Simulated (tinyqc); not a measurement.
Worked calculation: MP2 on RHF in the sto-3g basis, for BH3, spin multiplicity 1. One step of it, computed by the program tinyqc.

Problem. Second-order Moller-Plesset energy. E2 = sum_ijab (ia|jb) [2 (ia|jb) - (ib|ja)] / (e_i + e_j - e_a - e_b) over occupied i, j and virtual a, b; the opposite-spin part is (ia|jb)^2 / denominator, the rest is same-spin, and SCS-MP2 scales them by 6/5 and 1/3.

orbital energies (hartree): [-7.422287, -0.640950, -0.440842, -0.440837, 0.242470, 0.602433, 0.687230, 0.687245]

Two-electron integrals over orbitals (pq|rs), unique and non-zero (hartree):
```
(11|11) 2.886638    (21|11) -0.247944   (21|21) 0.033318    (22|11) 0.592858
(22|21) -0.008269   (22|22) 0.435045    (31|31) 0.007101    (32|31) 0.012017
(32|32) 0.118307    (33|11) 0.527584    (33|21) -0.003396   (33|22) 0.427533
(33|33) 0.479233    (41|11) -0.000021   (41|21) 2.09e-06    (41|22) -3.34e-06
(41|33) -0.003755   (41|41) 0.007101    (42|11) -1.70e-06   (42|21) -1.63e-06
(42|22) -0.000027   (42|33) -0.063847   (42|41) 0.012016    (42|42) 0.118286
(43|31) -0.003753   (43|32) -0.063840   (43|43) 0.049699    (44|11) 0.527570
(44|21) -0.003397   (44|22) 0.427503    (44|33) 0.379795    (44|41) 0.003756
(44|42) 0.063858    (44|44) 0.479245    (51|11) -0.004276   (51|21) 0.000534
(51|22) -0.000321   (51|33) -0.000162   (51|41) 5.85e-08    (51|42) 1.05e-08
(51|44) -0.000162   (51|51) 0.021879    (52|11) 0.002446    (52|21) -0.000169
(52|22) -0.000223   (52|33) -0.000218   (52|41) -7.25e-09   (52|42) 4.17e-08
(52|44) -0.000218   (52|51) 0.021192    (52|52) 0.068705    (53|31) 0.000062
(53|32) -0.000499   (53|43) 0.000493    (53|53) 0.016663    (54|11) 5.36e-07
(54|21) -2.70e-08   (54|22) 1.66e-07    (54|33) 0.000493    (54|41) 0.000062
(54|42) -0.000499   (54|44) -0.000493   (54|51) 1.89e-06    (54|52) 4.26e-06
(54|54) 0.016663    (55|11) 0.741914    (55|21) -0.009592   (55|22) 0.458134
(55|33) 0.423676    (55|41) -7.42e-07   (55|42) -1.62e-06   (55|44) 0.423667
(55|51) 0.000566    (55|52) 0.003094    (55|54) 5.03e-07    (55|55) 0.586785
(61|11) -0.273888   (61|21) 0.037651    (61|22) -0.008517   (61|33) -0.003291
(61|41) 0.000012    (61|42) 0.000013    (61|44) -0.003284   (61|51) 0.000269
(61|52) -0.000487   (61|54) 3.27e-08    (61|55) -0.007947   (61|61) 0.042657
(62|11) 0.219668    (62|21) -0.009146   (62|22) 0.045014    (62|33) 0.021435
(62|41) 4.76e-06    (62|42) 0.000005    (62|44) 0.021406    (62|51) -0.000473
(62|52) -0.000089   (62|54) 5.49e-07    (62|55) 0.111521    (62|61) -0.009303
(62|62) 0.072170    (63|31) 0.003385    (63|32) -0.043964   (63|43) 0.041923
(63|53) 0.000568    (63|63) 0.061395    (64|11) 0.000170    (64|21) -4.73e-06
(64|22) 0.000050    (64|33) 0.041987    (64|41) 0.003381    (64|42) -0.044028
(64|44) -0.041946   (64|51) -3.97e-08   (64|52) 8.66e-07    (64|54) 0.000569
(64|55) 0.000086    (64|61) -1.01e-07   (64|62) 0.000085    (64|64) 0.061486
(65|11) -0.002358   (65|21) -0.000054   (65|22) -0.001112   (65|33) -0.000470
(65|41) 1.61e-07    (65|42) 1.20e-06    (65|44) -0.000469   (65|51) 0.023136
(65|52) 0.064384    (65|54) 0.000018    (65|55) 0.000050    (65|61) -0.000425
(65|62) -0.001974   (65|64) -1.20e-06   (65|65) 0.065501    (66|11) 0.603246
(66|21) -0.010964   (66|22) 0.428583    (66|33) 0.426004    (66|41) 0.000017
(66|42) 0.000150    (66|44) 0.426166    (66|51) -0.000975   (66|52) -0.002011
(66|54) -1.07e-06   (66|55) 0.449780    (66|61) -0.011051   (66|62) 0.027633
(66|64) -0.000044   (66|65) -0.002546   (66|66) 0.442973    (71|11) 0.000199
(71|21) -0.000029   (71|22) 1.99e-06    (71|33) -0.005177   (71|41) 0.012561
(71|42) 0.018749    (71|44) 0.005183    (71|51) -2.00e-07   (71|52) 3.35e-07
(71|54) 0.000120    (71|55) 0.000006    (71|61) -0.000016   (71|62) 0.000016
(71|64) 0.006018    (71|65) 5.61e-07    (71|66) 0.000036    (71|71) 0.022394
(72|11) -0.000177   (72|21) 0.000006    (72|22) -0.000037   (72|33) 0.023221
(72|41) 0.007888    (72|42) -0.001269   (72|44) -0.023258   (72|51) 3.29e-07
(72|52) -1.30e-07   (72|54) 0.000702    (72|55) -0.000088   (72|61) 0.000016
(72|62) -0.000026   (72|64) 0.046102    (72|65) 1.50e-06    (72|66) -0.000032
(72|71) 0.013260    (72|72) 0.048757    (73|31) 0.002742    (73|32) 0.048748
(73|43) -0.023780   (73|53) -0.000399   (73|63) -0.031191   (73|73) 0.034499
(74|11) 0.206397    (74|21) -0.005184   (74|22) 0.049207    (74|33) 0.052899
(74|41) -0.002746   (74|42) -0.048679   (74|44) 0.005434    (74|51) -8.55e-07
(74|52) 0.001203    (74|54) 0.000399    (74|55) 0.101562    (74|61) -0.004933
(74|62) 0.069757    (74|64) 0.031217    (74|65) -0.000618   (74|66) 0.027468
(74|71) -0.004696   (74|72) 0.009925    (74|74) 0.105952    (75|11) 1.51e-06
(75|21) 1.92e-08    (75|22) 4.28e-07    (75|33) -0.000795   (75|41) 0.000222
(75|42) 0.001594    (75|44) 0.000796    (75|51) -0.000017   (75|52) -0.000049
(75|54) 0.016230    (75|55) -2.11e-07   (75|61) 5.71e-07    (75|62) 1.55e-06
(75|64) -0.000671   (75|65) -0.000033   (75|66) 3.80e-06    (75|71) 0.000373
(75|72) 0.000195    (75|74) -0.000669   (75|75) 0.020493    (76|11) 0.000038
(76|21) 2.20e-07    (76|22) -0.000011   (76|33) -0.058451   (76|41) 0.012466
(76|42) 0.107508    (76|44) 0.058486    (76|51) 6.11e-07    (76|52) 1.79e-06
(76|54) -0.000655   (76|55) 0.000010    (76|61) 0.000016    (76|62) 0.000014
(76|64) -0.046978   (76|65) 2.60e-06    (76|66) 0.000161    (76|71) 0.020265
(76|72) -0.006689   (76|74) -0.051051   (76|75) 0.001403    (76|76) 0.110640
(77|11) 0.672787    (77|21) -0.009371   (77|22) 0.449224    (77|33) 0.410631
(77|41) -0.000682   (77|42) 0.029076    (77|44) 0.477486    (77|51) -0.000128
(77|52) 0.000530    (77|54) -0.000469   (77|55) 0.472381    (77|61) -0.008934
(77|62) 0.048924    (77|64) -0.037220   (77|65) -0.000393   (77|66) 0.453519
(77|71) -0.001942   (77|72) -0.029789   (77|74) 0.045764    (77|75) 0.000308
(77|76) 0.030010    (77|77) 0.518704    (81|31) 0.012561    (81|32) 0.018750
(81|43) -0.005176   (81|53) 0.000120    (81|63) 0.006025    (81|73) 0.004692
(81|81) 0.022394    (82|31) 0.007887    (82|32) -0.001284   (82|43) 0.023245
(82|53) 0.000702    (82|63) 0.046093    (82|73) -0.010047   (82|81) 0.013258
(82|82) 0.048760    (83|11) 0.206390    (83|21) -0.005184   (83|22) 0.049182
(83|33) 0.005412    (83|41) 0.002745    (83|42) 0.048717    (83|44) 0.052928
(83|51) -8.40e-07   (83|52) 0.001203    (83|54) -0.000398   (83|55) 0.101556
(83|61) -0.004927   (83|62) 0.069748    (83|64) -0.031137   (83|65) -0.000616
(83|66) 0.027610    (83|71) 0.004701    (83|72) -0.010063   (83|74) 0.040278
(83|75) 0.000670    (83|76) 0.051127    (83|77) 0.067848    (83|83) 0.105995
(84|31) 0.002746    (84|32) 0.048718    (84|43) -0.023749   (84|53) -0.000399
(84|63) -0.031146   (84|73) 0.031304    (84|81) 0.004698    (84|82) -0.010010
(84|84) 0.034453    (85|31) 0.000222    (85|32) 0.001594    (85|43) -0.000795
(85|53) 0.016230    (85|63) -0.000670   (85|73) 0.000670    (85|81) 0.000373
(85|82) 0.000195    (85|84) 0.000670    (85|85) 0.020493    (86|31) 0.012467
(86|32) 0.107475    (86|43) -0.058400   (86|53) -0.000655   (86|63) -0.046849
(86|73) 0.051122    (86|81) 0.020267    (86|82) -0.006657   (86|84) 0.051090
(86|85) 0.001402    (86|86) 0.110551    (87|31) 0.000654    (87|32) -0.029316
(87|43) 0.033551    (87|53) 0.000470    (87|63) 0.037353    (87|73) -0.011193
(87|81) 0.001905    (87|82) 0.029768    (87|84) -0.011164   (87|85) -0.000311
(87|86) -0.030180   (87|87) 0.034537    (88|11) 0.672787    (88|21) -0.009371
(88|22) 0.449236    (88|33) 0.477572    (88|41) 0.000662    (88|42) -0.029237
(88|44) 0.410536    (88|51) -0.000128   (88|52) 0.000530    (88|54) 0.000470
(88|55) 0.472383    (88|61) -0.008931   (88|62) 0.048960    (88|64) 0.037384
(88|65) -0.000394   (88|66) 0.453433    (88|71) 0.001926    (88|72) 0.029721
(88|74) 0.067904    (88|75) -0.000310   (88|76) -0.030134   (88|77) 0.449848
(88|83) 0.045662    (88|88) 0.518793
```

Hartree-Fock energy = -26.05076781 hartree

Give: Terms; Pair energies; MP2 correlation energy; SCS-MP2 correlation energy; MP2 total energy.

Solution.

Terms (the 40 largest of 136):
```
i  j  a  b  (ia|jb)  (ib|ja)  denominator       term
3  3  8  8   0.1060   0.1060      -2.2562    -0.0050
4  4  7  7   0.1060   0.1060      -2.2561    -0.0050
4  2  7  6   0.0698   0.0461      -2.3715    -0.0027
2  4  6  7   0.0698   0.0461      -2.3715    -0.0027
3  2  8  6   0.0697   0.0461      -2.3715    -0.0027
2  3  6  8   0.0697   0.0461      -2.3715    -0.0027
2  2  5  5   0.0687   0.0687      -1.7668    -0.0027
2  2  6  6   0.0722   0.0722      -2.4868    -0.0021
4  4  6  6   0.0615   0.0615      -2.0865    -0.0018
3  3  6  6   0.0614   0.0614      -2.0865    -0.0018
2  2  8  8   0.0488   0.0488      -2.6564    -0.0009
2  2  7  7   0.0488   0.0488      -2.6564    -0.0009
4  3  7  8   0.0403   0.0313      -2.2562    -0.0009
3  4  8  7   0.0403   0.0313      -2.2562    -0.0009
3  3  7  7   0.0345   0.0345      -2.2561    -0.0005
4  4  8  8   0.0345   0.0345      -2.2562    -0.0005
4  4  7  6   0.0312   0.0312      -2.1713  -4.49e-04
4  4  6  7   0.0312   0.0312      -2.1713  -4.49e-04
3  3  6  7  -0.0312  -0.0312      -2.1713  -4.48e-04
3  3  7  6  -0.0312  -0.0312      -2.1713  -4.48e-04
3  4  6  8  -0.0311  -0.0311      -2.1714  -4.47e-04
4  3  8  6  -0.0311  -0.0311      -2.1714  -4.47e-04
4  3  6  8  -0.0311  -0.0311      -2.1714  -4.46e-04
3  4  8  6  -0.0311  -0.0311      -2.1714  -4.46e-04
2  4  7  6   0.0461   0.0698      -2.3715  -4.36e-04
4  2  6  7   0.0461   0.0698      -2.3715  -4.36e-04
2  3  8  6   0.0461   0.0697      -2.3715  -4.36e-04
3  2  6  8   0.0461   0.0697      -2.3715  -4.36e-04
3  4  7  8   0.0313   0.0403      -2.2562  -3.10e-04
4  3  8  7   0.0313   0.0403      -2.2562  -3.10e-04
3  3  5  5   0.0167   0.0167      -1.3666  -2.03e-04
4  4  5  5   0.0167   0.0167      -1.3666  -2.03e-04
1  1  6  6   0.0427   0.0427     -16.0494  -1.13e-04
1  2  5  5   0.0212   0.0212      -8.5482  -5.25e-05
2  1  5  5   0.0212   0.0212      -8.5482  -5.25e-05
2  3  7  8  -0.0101  -0.0100      -2.4563  -4.13e-05
3  2  8  7  -0.0101  -0.0100      -2.4563  -4.13e-05
3  2  7  8  -0.0100  -0.0101      -2.4563  -4.10e-05
2  3  8  7  -0.0100  -0.0101      -2.4563  -4.10e-05
2  4  8  8  -0.0100  -0.0100      -2.4563  -4.08e-05
```

Pair energies (hartree; pair i-j sums ij and ji):
```
pair  opposite spin  same spin
1-1       -2.06e-04          0
2-1       -1.98e-04  -4.28e-11
2-2         -0.0066          0
3-1       -2.28e-05  -2.62e-05
3-2         -0.0061  -4.72e-04
3-3         -0.0084          0
4-1       -2.28e-05  -2.62e-05
4-2         -0.0061  -4.72e-04
4-3         -0.0041  -7.14e-05
4-4         -0.0084          0
```

MP2 correlation energy = -0.041118 hartree

SCS-MP2 correlation energy = -0.048416 hartree

MP2 total energy = -26.091886 hartree
